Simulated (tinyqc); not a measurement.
Inside a calculation. Method: CIS on RHF in the sto-6g basis, frozen core, for OH-, spin multiplicity 1. The basis has no diffuse functions, so it cannot describe the extra electron: this is an exercise in the method, not the real anion. One step of it, computed by the program tinyqc.

Question. CIS matrix, triplets. A(ia,jb) = (e_a - e_i) d_ij d_ab - (ij|ab).

orbital energies (hartree): MO1 -19.753545, MO2 -0.592593, MO3 0.077028, MO4 0.185650, MO5 0.185650, MO6 0.984537

Two-electron integrals over orbitals (pq|rs), unique and non-zero (hartree); the lowest 1 orbital is frozen and left out:
```
p,q,r,s,(pq|rs)
2,2,2,2,0.745394
3,2,2,2,-0.067736
3,2,3,2,0.116934
3,3,2,2,0.561267
3,3,3,2,0.023416
3,3,3,3,0.616487
4,2,4,2,0.160268
4,3,4,2,-0.039772
4,3,4,3,0.028061
4,4,2,2,0.774993
4,4,3,2,-0.096046
4,4,3,3,0.541382
4,4,4,4,0.880663
5,2,5,2,0.160268
5,3,5,2,-0.039772
5,3,5,3,0.028061
5,4,5,4,0.047461
5,5,2,2,0.774993
5,5,3,2,-0.096046
5,5,3,3,0.541382
5,5,4,4,0.785741
5,5,5,5,0.880663
6,2,2,2,0.076947
6,2,3,2,0.054100
6,2,3,3,0.002021
6,2,4,4,0.080839
6,2,5,5,0.080839
6,2,6,2,0.111806
6,3,2,2,0.160420
6,3,3,2,-0.106440
6,3,3,3,-0.014959
6,3,4,4,0.181197
6,3,5,5,0.181197
6,3,6,2,0.019328
6,3,6,3,0.185657
6,4,4,2,0.029794
6,4,4,3,0.014924
6,4,6,4,0.037809
6,5,5,2,0.029794
6,5,5,3,0.014924
6,5,6,5,0.037809
6,6,2,2,0.675816
6,6,3,2,0.002139
6,6,3,3,0.609967
6,6,4,4,0.669409
6,6,5,5,0.669409
6,6,6,2,0.077541
6,6,6,3,0.077095
6,6,6,6,0.707720
```

Give: CIS matrix A, triplet.

Answer.

CIS matrix A, triplet (hartree):
```
,2>6,3>6,4>6,5>6
2>6,0.9013,-0.0021,0.0000,0.0000
3>6,-0.0021,0.2975,0.0000,0.0000
4>6,0.0000,0.0000,0.1295,0.0000
5>6,0.0000,0.0000,0.0000,0.1295
```
